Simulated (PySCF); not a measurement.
Bonds broken one at a time in the series NC-X. All species are isolated molecules in the gas phase. Strings in code marks are SMILES.

The numbers are results of PBE-D3(BJ)/def2-TZVP (PySCF), not measurements. 

| species | dipole moment (D) |
|---|---|
| radical fragment (`[CH3]`) | 0.00 |
| radical fragment (`C[CH]C`) | 0.21 |
| whole molecule (`O(C)C#N`) | 4.56 |
| radical fragment (`C[C]=O`) | 2.47 |
| radical fragment (`[SiH3]`) | 0.03 |
| radical fragment (`C[S]`) | 1.75 |
| radical fragment (`C=[CH]`) | 0.72 |
| radical fragment (`[BH2]`) | 0.51 |
